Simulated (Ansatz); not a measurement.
Input for Ansatz (development build ahead of 0.2.0):

```yaml
crystal:
  periodic: [false, false, false]
  atoms:
    - { symbol: P, position_ang: [0.0, 0.0, -1.06828] }
    - { symbol: P, position_ang: [0.0, 0.0, 1.06828] }
basis:
  gaussian: { orbitals: def2-SVP }
total_charge: -1
magnetization:
  initial_magnetization: 1
hamiltonian:
  xc: hf
correlation:
  method: mp2
  frozen_orbitals: { P: 5 }
```

The input is written out in the form of the current development build from the run's settings. Correlation on restricted open-shell orbitals is semicanonical, with singles.

The run gave:

```json
{
 "Converged": "yes",
 "Reference energy": "-681.21171 hartree",
 "Correlation energy": "-0.23021 hartree",
 "Total energy": "-681.44191 hartree",
 "Spin squared of the determinant": "0.750",
 "Stability test": "minimum among restricted orbitals"
}
```

Messages of the program:
```
mean field -18536.71489180 eV, -681.2117076370 hartree, gradient 2.1e-6 eV, S^2 0.750000; 6 other ends of a descent, 0 dependent functions left out
with unlike orbitals of the spins -18537.31853283 eV, -681.2338910356 hartree, S^2 1.4188
```

Caution: no diffuse functions for an anion; an unrestricted determinant lies well below.
